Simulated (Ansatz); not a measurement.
The input, for Ansatz 0.2.0:

```yaml
crystal:
  periodic: [false, false, false]
  atoms:
    - {symbol: Al, position_ang: [0.000864, 0.000000, 0.741532]}
    - {symbol: C, position_ang: [0.005120, 0.000000, -1.259674]}
    - {symbol: H, position_ang: [-1.050665, -0.000005, -1.547975]}
    - {symbol: H, position_ang: [0.483252, 0.899581, -1.645861]}
    - {symbol: H, position_ang: [0.483261, -0.899577, -1.645861]}
basis:
  gaussian: {orbitals: cc-pVDZ}
total_charge: 1
magnetization: {spin_polarized: false, initial_magnetization: 3}
correlation: {method: mp2, electrons: outside_noble_gas}
```

```sh
$ ansatz run in.yaml --threads 1 --pin off --events-out ev --progress --plain --max-ram 2393MiB
```

Output:

```
442 factors; integrals over basis functions are off by at most 1.0e-3 eV
mean field evaluation 1: about -7646.2141 eV, gradient 2.4e1 eV
mean field evaluation 2: about -7646.2717 eV, gradient 2.4e1 eV
mean field evaluation 4: about -7648.7631 eV, gradient 1.5e0 eV
mean field evaluation 8: about -7648.7952 eV, gradient 1.5e-3 eV
mean field evaluation 16: about -7648.7471 eV, gradient 6.0e-1 eV
mean field evaluation 32: about -7648.7834 eV, gradient 7.6e-2 eV
mean field evaluation 64: about -7648.6883 eV, gradient 1.9e0 eV
mean field -7648.79518626 eV, -281.0880385556 hartree, gradient 2.6e-6 eV, S^2 3.750000; 6 other end points of the search recorded, 0 dependent functions left out
mean field evaluation 96: about -7648.8530 eV, gradient 8.3e-1 eV
mean field evaluation 128: about -7648.8346 eV, gradient 1.8e-4 eV
6 core orbitals not correlated: weight in the atoms' cores, before any rotation towards them, 1.000 or more for the frozen orbitals, at most 0.000 for the correlated occupied ones
reference -7648.79518626 eV, -281.0880385556 hartree; 6, 3 occupied and 35, 38 virtual orbitals, 442 factors
second order -3.73267651 eV of doubles, -0.04680233 eV of singles
Total energy: -7652.57466511 eV, -281.2269318413 hartree
```

Ran on 1 thread of Arm Neoverse V1, shared host: 1.3 s wall, 0.08 GiB peak host memory.
